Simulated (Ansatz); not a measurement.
Consider the interaction energy of a dimer with the counterpoise correction of Cl2 (Ansatz 0.2.0, Python API).

The script, `cl2_dimer.py`:
```python
'''Interaction energy of two Cl2 molecules, with the counterpoise correction.'''

import ansatz

FIRST = [
    ('Cl', (0.0, 0.0, -0.97)),
    ('Cl', (0.0, 0.0, 0.97)),
]
SECOND = [
    ('Cl', (-0.1426, 3.0231, -0.0438)),
    ('Cl', (-0.5956, 3.4656, 1.7899)),
]

def energy(atoms, ghosts=()):
    molecule = ansatz.Crystal.molecule()
    for symbol, xyz in atoms:
        molecule = molecule.atom(symbol, xyz)
    calc = (
        molecule.calculation()
        .basis(gaussian='def2-SVP')
        .functional('pbe0', dispersion='d3bj')
    )
    deck = calc.input()
    if ghosts:
        deck = deck.set(ansatz.key.basis.gaussian.ghost_atoms, [{'symbol': s, 'position_ang': list(xyz)} for s, xyz in ghosts])
    return ansatz.Session.from_dict(deck).plan().execute().report['free_energy_ev']

# monomers in their own basis and in the basis of the dimer
both = energy(FIRST + SECOND)
alone = energy(FIRST) + energy(SECOND)
ghosted = energy(FIRST, SECOND) + energy(SECOND, FIRST)
print(f'dimer {both:.6f} eV')
print(f'interaction, uncorrected   {23.060548 * (both - alone):8.3f} kcal/mol')
print(f'interaction, counterpoise  {23.060548 * (both - ghosted):8.3f} kcal/mol')
print(f'basis-set superposition    {23.060548 * (alone - ghosted):8.3f} kcal/mol')
```

How large is the interaction at this pose, and how much of it is basis-set superposition?

Uncorrected it is -0.392 kcal/mol, with the counterpoise correction 1.350 kcal/mol; the difference, 1.74 kcal/mol, is the superposition error. The sign changes with the correction, so this basis doesn't settle it.

The output:

```console
$ python cl2_dimer.py
dimer -50055.919406 eV
interaction, uncorrected     -0.392 kcal/mol
interaction, counterpoise     1.350 kcal/mol
basis-set superposition       1.742 kcal/mol
```

Caveats:
- Total energies depend on the basis set; only differences at equal settings carry meaning.
- The dimer is a generated trial pose of unrelaxed monomers, not a minimum, so the figure is no binding energy, and the basis set is small.
- The spin state was assumed, and another may lie lower.
- Finished in 5.6 s on 1 thread of Arm Neoverse V2, on a shared host, peak memory 0.19 GiB.

(Lines on the test bed's own set-up are left out of the output.)
